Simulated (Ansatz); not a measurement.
Ansatz (an electronic-structure program) input (B3LYP-D3(BJ)/def2-TZVP):

Ansatz 0.2 input:
```yaml
crystal:
  periodic: [false, false, false]
  atoms:
    - {symbol: C, position_ang: [-1.33474369, -0.47135759, -0.10491059]}
    - {symbol: O, position_ang: [-1.03981988, -1.55811235, -0.35892242]}
    - {symbol: O, position_ang: [-0.26301322, 0.56726851, -0.00066389]}
    - {symbol: H, position_ang: [-2.29055426, 0.03587018, 0.04243525]}
    - {symbol: C, position_ang: [1.12129104, 0.10736114, -0.01918588]}
    - {symbol: H, position_ang: [1.74846239, 0.96148773, -0.26996850]}
    - {symbol: H, position_ang: [1.40861055, -0.31733624, 0.94293401]}
    - {symbol: H, position_ang: [1.20835688, -0.65172806, -0.79700409]}
    - {symbol: H, position_ang: [-0.41570361, 1.26745338, 0.66954998]}
basis:
  gaussian:
    orbitals: def2-TZVP
hamiltonian:
  xc: b3lyp
  dispersion: d3bj
total_charge: 1
relax: {f_tol: 0.002, max_steps: 150}
```

End of the output:

```
the calculation of the forces begins
reference -6243.36141431 eV, -229.4393000734 hartree; 16, 16 occupied and 138, 138 virtual orbitals, 882 factors
relax step  18: F+E_penalty+E_count = -6243.57610819 eV  Δ(F+E_penalty+E_count) = -7.519e-6 eV  max|allowed force component| = 4.570e-3 eV/Å  Δτ_max = 0.0047 Å  (34 SCF iters, accepted)
these checks for a lower state are left out or cut short: starts, cluster_reference, orbital_swaps, neighbouring_geometries, increment
integrals: 0.05 GiB planned
882 factors; their error is unknown
mean field: 0.58 GiB planned
mean field -6243.36122287 eV, -229.4392930383 hartree, gradient 9.8e-6 eV, S^2 0.000000; 0 other end points of the search recorded, 0 dependent functions left out
the calculation of the forces begins
reference -6243.36144251 eV, -229.4393011098 hartree; 16, 16 occupied and 138, 138 virtual orbitals, 882 factors
relax step  19: F+E_penalty+E_count = -6243.57610917 eV  Δ(F+E_penalty+E_count) = -9.757e-7 eV  max|allowed force component| = 4.641e-3 eV/Å  Δτ_max = 0.0018 Å  (34 SCF iters, accepted)
these checks for a lower state are left out or cut short: starts, cluster_reference, orbital_swaps, neighbouring_geometries, increment
integrals: 0.05 GiB planned
882 factors; their error is unknown
mean field: 0.58 GiB planned
mean field -6243.36124376 eV, -229.4392938058 hartree, gradient 9.8e-6 eV, S^2 0.000000; 0 other end points of the search recorded, 0 dependent functions left out
the calculation of the forces begins
reference -6243.36146344 eV, -229.4393018790 hartree; 16, 16 occupied and 138, 138 virtual orbitals, 882 factors
relax step  20: F+E_penalty+E_count = -6243.57611062 eV  Δ(F+E_penalty+E_count) = -1.447e-6 eV  max|allowed force component| = 2.441e-3 eV/Å  Δτ_max = 0.0038 Å  (34 SCF iters, accepted)
these checks for a lower state are left out or cut short: starts, cluster_reference, orbital_swaps, neighbouring_geometries, increment
integrals: 0.05 GiB planned
882 factors; their error is unknown
mean field: 0.58 GiB planned
mean field -6243.36122583 eV, -229.4392931472 hartree, gradient 9.7e-6 eV, S^2 0.000000; 0 other end points of the search recorded, 0 dependent functions left out
the calculation of the forces begins
reference -6243.36144550 eV, -229.4393012196 hartree; 16, 16 occupied and 138, 138 virtual orbitals, 882 factors
relax step  21: F+E_penalty+E_count = -6243.57611152 eV  Δ(F+E_penalty+E_count) = -9.082e-7 eV  max|allowed force component| = 1.214e-3 eV/Å  Δτ_max = 0.0018 Å  (34 SCF iters, accepted)
integrals: 0.05 GiB planned
882 factors; their error is unknown
mean field: 0.58 GiB planned
mean field evaluation 160: about -6243.3668 eV, gradient 1.6e-4 eV
mean field -6243.36122583 eV, -229.4392931472 hartree, gradient 9.7e-6 eV, S^2 0.000000; 1 other end points of the search recorded, 0 dependent functions left out
the calculation of the forces begins
reference -6243.36144550 eV, -229.4393012196 hartree; 16, 16 occupied and 138, 138 virtual orbitals, 882 factors
Total energy: -6243.57633119 eV, -229.4471981231 hartree
Atom 0 at    -1.388409    -0.489413    -0.135371 Å, force    -0.001214    -0.000985    -0.000466 eV/Å
Atom 1 at    -1.118494    -1.536293    -0.533390 Å, force     0.000892     0.000779     0.000260 eV/Å
Atom 2 at    -0.245386     0.515137     0.077268 Å, force     0.000124     0.000050     0.000886 eV/Å
Atom 3 at    -2.313582     0.027710     0.124408 Å, force     0.000568     0.000734     0.000248 eV/Å
Atom 4 at     1.195359     0.097451     0.004398 Å, force     0.000549    -0.000394    -0.000127 eV/Å
Atom 5 at     1.731029     0.970651    -0.352293 Å, force    -0.000227    -0.000619     0.000241 eV/Å
Atom 6 at     1.498196    -0.221537     0.996504 Å, force    -0.000187     0.000277    -0.000805 eV/Å
Atom 7 at     1.219327    -0.713376    -0.714649 Å, force     0.000008     0.000556     0.000364 eV/Å
Atom 8 at    -0.435153     1.290577     0.637389 Å, force    -0.000514    -0.000398    -0.000602 eV/Å
Dipole moment:     0.028327     0.785092     0.403263 e Å
```

It need not be the lowest isomer of its formula.
